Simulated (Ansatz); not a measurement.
**As: from a trial structure to a relaxed crystal**

These are results of DFT r2SCAN, scalar-relativistic, plane waves, PAW in Ansatz 0.2.0, not measurements.

The start puts As on the lonsdaleite structure type (P6_3/mmc, No. 194), at a guessed volume.

The final relaxation ran on this input, with the default PAW datasets:

```yaml
crystal:
  lattice:
    - [4.589286404, 0.0, 0.0]
    - [-2.294643202, 3.9744386111, 0.0]
    - [0.0, 0.0, 5.7102529427]
  atoms:
    - { symbol: As, position: [0.3333333333, 0.6666666667, 0.4640164584] }
    - { symbol: As, position: [0.6666666667, 0.3333333333, 0.9640164584] }
    - { symbol: As, position: [0.6666666667, 0.3333333333, 0.5359835416] }
    - { symbol: As, position: [0.3333333333, 0.6666666667, 0.0359835416] }
basis:
  ecutwfc: 500
kpoints:
  mp_grid: { grid: [12, 12, 8] }
hamiltonian:
  xc: r2scan
scf:
  occupations: { method: gaussian, width: 0.1 }
output:
  forces: true
  stress: true
  eigenvalues: true
relax:
  adjacent_minimum: "off"
  f_tol: 0.01
  max_steps: 80
  cell: { stress_tol: 0.05 }
```

It can be run as:

```bash
ansatz run input.yaml --threads 1 --pin off --backend cpu --events-out ev --progress --plain --runs-dir out  # memory cap (--max-ram) not shown
```

End of the output:

```
SCF converged after 5 iterations
Free energy (F): -19457.429524 eV
Harris-Foulkes:  -19457.429524 eV  (|F-HF|=2.55e-11)
Internal energy: -19457.423204 eV  (E = F + TS)
E sigma→0 (E₀):  -19457.426364 eV
Entropy (-TS):   -0.006321 eV (-1.580 meV/atom)
Fermi energy:    8.076996 eV
--- Per-component energies (eV) ---
  E_band       = -1133.623221
  E_kinetic    = 407.050237
  E_local      = -7875.003905  (includes V_loc(G=0)·N_el)
  E_nonlocal   = -2681.818543
  E_hartree    = 4223.576856
  E_xc         = -294.982314
  E_vxc        = -336.050735  (∫ρ·V_xc dr)
  E_paw        = -7386.901469  (= ΣΔE_a)
  E_vpaw       = 886.744170  (= ΣTr[D̂ρ^β])
  E_aug_tail   = -0.000025  (compensation charges beyond the density's cutoff)
  E_vtau       = 18.301743  (kinetic-family band-sum trace: ∫τ·v_τ [+ j·A + Jᵃ·Aᵃ] dr)
  E_ewald      = -5843.514409
  E_core_change = -5.829631  (= ΣΔE_core)
  E_smearing   = -0.006321  (= −TS)
  E_closure    =  0.000000  (closes the sum)
  Σ components = -19457.429524   (vs F -19457.429524, Δ=0.00e0)
--- Forces (eV/Å), atoms counted from 1 ---
  atom   1  As     0.00000000     0.00000000     0.00772442
  atom   2  As     0.00000000     0.00000000     0.00772442
  atom   3  As     0.00000000     0.00000000    -0.00772442
  atom   4  As     0.00000000     0.00000000    -0.00772442
  max |Σ_I F_I| component: 1.62e-17 eV/Å
--- Stress (GPa, compression-positive) ---
       -0.006751       0.000000       0.000000
        0.000000      -0.006751       0.000000
        0.000000       0.000000       0.034376
  P = ⅓ Tr σ = 0.0070 GPa (0.070 kbar)
--- Relaxed structure (3 steps of the walk, 3 accepted, 1 SCFs on fresh bases) ---
  F+E_penalty+E_count = -19457.42952423 eV   max|allowed force component| = 7.724e-3 eV/Å   (the final SCF, on the basis selected at the relaxed cell)
  cell:  # Å, volume = 104.7147 Å³
    - [4.587286, 0.0, 0.000000]
    - [-2.293643, 3.972706, 0.000000]
    - [0.000000, 0.000000, 5.746000]
  atoms:
    - { symbol: As, position: [0.333333, 0.666667, 0.463007] }
    - { symbol: As, position: [0.666667, 0.333333, 0.963007] }
    - { symbol: As, position: [0.666667, 0.333333, 0.536993] }
    - { symbol: As, position: [0.333333, 0.666667, 0.036993] }
```

Total energies depend on the potentials used, so only differences within one code and one set of settings carry meaning.

The result has space group P6_3/mmc (No. 194). Around As lie 1 As at 2.45 Å and 3 As at 2.68 Å.

It lies 0.23 eV/atom above the element's standard state at the same level.

The k mesh leaves about 4 meV/atom of noise in metals.

Symmetry constrained the relaxation, so the result can be a saddle point.